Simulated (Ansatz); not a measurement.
Born–Oppenheimer molecular dynamics of AlFH₃N (6 atoms, charge 0, multiplicity 1). It starts from a relaxed structure.

Level of theory: RHF/def2-SVP in Ansatz 0.2.0.

```
ensemble                      : NVE (velocity Verlet)
time step                     : 0.5 fs
steps asked                   : 500
starting velocities drawn for : 300 K
masses                        : H 2.014 u
seed                          : 236866
```

First frame:

```xyz
6
Properties=species:S:1:pos:R:3
Al -0.048 0.013 -0.050
F -0.057 -0.414 1.548
H 1.306 0.405 -0.728
N -1.583 0.001 -0.903
H -2.466 -0.244 -0.498
H -1.706 0.239 -1.869
```

**Question.** How far do the bonds stretch over the last three quarters of this one trajectory? (Pairs bonded in most of those frames.)

**Answer.** 
```json
{"bond": "Al1–F2", "mean (Å)": "1.655", "spread (Å)": "0.015", "shortest": "1.62", "longest": "1.69"}
{"bond": "Al1–H3", "mean (Å)": "1.569", "spread (Å)": "0.045", "shortest": "1.50", "longest": "1.64"}
{"bond": "Al1–N4", "mean (Å)": "1.758", "spread (Å)": "0.023", "shortest": "1.71", "longest": "1.81"}
{"bond": "N4–H5", "mean (Å)": "1.003", "spread (Å)": "0.005", "shortest": "0.99", "longest": "1.01"}
{"bond": "N4–H6", "mean (Å)": "1.003", "spread (Å)": "0.004", "shortest": "0.99", "longest": "1.01"}
```

Mean temperature of the second half: 151 K. The conserved energy stayed within 0.051 meV per atom of its start (net change 0.047 meV per atom), so the integration is sound. The temperature averaged 0.50 of the 300 K drawn at the start: a run that starts near a minimum puts about half its kinetic energy into the potential. A run of 0.25 ps of so small a system gives no equilibrium averages.

Run time: 5.9 min on 1 thread of Intel(R) Xeon(R) Platinum 8259CL CPU @ 2.50GHz (Skylake/Cascade Lake), on a shared host, peak memory 0.11 GiB.
